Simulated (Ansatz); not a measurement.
A run on `NC=C=CF` with other settings.

```yaml
crystal:
  periodic: [false, false, false]
  atoms:
    - {symbol: N, position_ang: [1.557686, -0.633376, -0.627375]}
    - {symbol: C, position_ang: [0.280516, -0.797947, -0.136287]}
    - {symbol: C, position_ang: [-0.526172, 0.146083, 0.285642]}
    - {symbol: C, position_ang: [-1.306223, 1.044185, 0.795711]}
    - {symbol: F, position_ang: [-2.270823, 1.671367, 0.084197]}
    - {symbol: H, position_ang: [1.804511, 0.302005, -0.907502]}
    - {symbol: H, position_ang: [1.875464, -1.341956, -1.266924]}
    - {symbol: H, position_ang: [-0.038687, -1.836038, -0.065906]}
    - {symbol: H, position_ang: [-1.287772, 1.399277, 1.821344]}
basis:
  gaussian: {orbitals: "6-31++G**"}
hamiltonian: {xc: {name: r2SCANh}, dispersion: d3bjatm}
```

```sh
$ ansatz run in.yaml --threads 2 --pin off --events-out ev --progress --plain --max-ram 4352MiB
```

Output, abridged:

```
Functional definition: r2SCANh
1172 factors; their error is unknown
mean field evaluation 1: about -7368.1280 eV, gradient 6.2e1 eV
mean field evaluation 2: about -7361.2490 eV, gradient 8.0e1 eV
mean field evaluation 4: about -7376.9418 eV, gradient 6.4e0 eV
mean field evaluation 8: about -7377.0478 eV, gradient 3.4e-1 eV
mean field evaluation 16: about -7377.0007 eV, gradient 7.2e-5 eV
mean field -7377.00067443 eV, -271.0997744747 hartree, gradient 7.2e-5 eV, S^2 0.000000; 0 other end points of the search recorded, 0 dependent functions left out
reference -7377.00070231 eV, -271.0997754993 hartree; 19, 19 occupied and 100, 100 virtual orbitals, 1172 factors
Total energy: -7377.04219004 eV, -271.1013001452 hartree
```

Hardware: 2 threads of an Arm Neoverse V1 on a shared host. Wall time 3.4 s, peak host memory 0.2 GiB.
